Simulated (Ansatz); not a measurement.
Two structures of C3H5, doublet, reached by relaxing down either side of one saddle point (PBE0-D4/def2-TZVP). Energies are electronic, without zero-point energy. Program: Ansatz 0.2.0. Basis: def2-TZVPP and def2-QZVPP. Cores are frozen in the correlated methods; orbitals are unrestricted. Extrapolation: Hartree–Fock as exp(−7.88 √X), correlation as X^−2.97. First:

```json
{"atom": "C1", "x (Å)": "-1.4576", "y (Å)": "0.2971", "z (Å)": "-0.4263"}
{"atom": "C2", "x (Å)": "-2.5845", "y (Å)": "0.5302", "z (Å)": "-0.7577"}
{"atom": "C3", "x (Å)": "2.0029", "y (Å)": "-0.4099", "z (Å)": "0.5867"}
{"atom": "H4", "x (Å)": "-0.4526", "y (Å)": "0.0892", "z (Å)": "-0.1308"}
{"atom": "H5", "x (Å)": "-3.5865", "y (Å)": "0.7372", "z (Å)": "-1.0523"}
{"atom": "H6", "x (Å)": "1.7757", "y (Å)": "-0.1764", "z (Å)": "1.6170"}
{"atom": "H7", "x (Å)": "2.3768", "y (Å)": "0.3613", "z (Å)": "-0.0715"}
{"atom": "H8", "x (Å)": "1.9258", "y (Å)": "-1.4287", "z (Å)": "0.2349"}
```

Second:

C1  (-0.632, -0.289, 0.180)
C2  (-1.484, 0.403, -0.526)
C3  (0.858, -0.094, 0.182)
H4  (-1.010, -1.080, 0.830)
H5  (-1.465, 1.217, -1.237)
H6  (1.212, 0.142, 1.190)
H7  (1.158, 0.713, -0.487)
H8  (1.364, -1.012, -0.132)
(Å)

Which bonds change from the first to the second?

C₂H₂ (C#C) + CH₃ → C₃H₅ ([CH][CH][CH3]); bonds formed: C1–C3.

Give the saddle point's structure and its height above each. (Judge from chemistry; the value comes from the calculation.)

By the calculation: 0.413 eV above the first and 1.613 eV above the second (CCSD(T) at an estimated basis limit (MP2 extrapolated from triple and quadruple zeta, plus CCSD(T) − MP2 in triple zeta)).
```xyz
8
angstrom
C -1.0557 -0.2912 0.1249
C -1.5796 0.5097 -0.6229
C 1.2538 -0.1067 0.2389
H -0.9986 -1.0966 0.8227
H -1.8578 1.2739 -1.3109
H 1.3263 0.1276 1.2929
H 1.4154 0.6956 -0.4664
H 1.4963 -1.1123 -0.0790
```

T1 diagnostic: at most 0.038. ⟨S²⟩ of the unrestricted Hartree–Fock references: 0.76 to 0.98 (a pure state has 0.75). The unrestricted reference is spin-contaminated, which hurts MP2 most.

Labels in which every atom is bracketed show which atoms are joined, not bond orders.

For scale, one of the runs: CCSD(T)/def2-TZVPP, 163 basis functions, launched by `ansatz run in.yaml --threads 2 --pin off --events-out ev --progress --plain --max-ram 4352MiB`. Time: 60 s of wall clock on 2 CPU threads of an Arm Neoverse V2; the host was shared. Peak host memory: 3.1 GiB.
